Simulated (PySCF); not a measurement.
**Spin states of CF⁺**

Unrestricted PBE0; PySCF, no relativity, basis sets C def2-TZVPPD, F def2-TZVPPD. Outer shells of the fragments: C+ 2s2 2p1; F 2s2 2p5.

Followed along the bond (rough minima from three points):

| 2Ms+1 | unpaired | ⟨S²⟩ at the start | R at minimum (Å) | Te (eV) |
| --- | --- | --- | --- | --- |
| 1 | none | 0.00 | 1.16 | 0.00 |
| 3 | σ ↑, π ↑ | 2.01 | 1.21 | 4.35 |

Solutions found at the starting distance of 1.425 Å, counted from the lowest of them; the search is not exhaustive and high or unbound solutions are not listed, so other states can lie among these:

```
2Ms+1  unpaired   term  E (eV)  ⟨S²⟩  ⟨Lz²⟩  μ (D)
    1      none    ¹Σ⁺    0.00  0.00   0.00  -2.73
    3  σ ↑, π ↑     ³Π    3.60  2.01   1.00  -3.51
    3      π ↑↑  mixed    5.99  2.01   2.01  -0.20
    3      π ↑↑  mixed    6.28  2.01   2.01  -0.25
    3      σ ↑↑    ³Σ⁺    9.83  2.01   0.00  -3.54
```

A term symbol is given only where ⟨S²⟩ and ⟨Lz²⟩ are close to those of a pure state; real π, δ and φ orbitals otherwise mix terms. A positive dipole points towards F; it is taken about the centre of mass and depends on that origin.

Task: Compare the gap between the two lowest followed solutions at the starting distance with the gap between their minima.

Result: At PBE0 the second solution (triplet, unpaired electrons σ ↑, π ↑) lies +3.60 eV from the first (singlet, closed shell) at 1.425 Å and +4.35 eV at the minima; the two curves relax by different amounts, since their minima lie near 1.21 and 1.16 Å.

Counting both spins, an empty level lies below a filled one in some of these solutions, because spin and occupation are held.
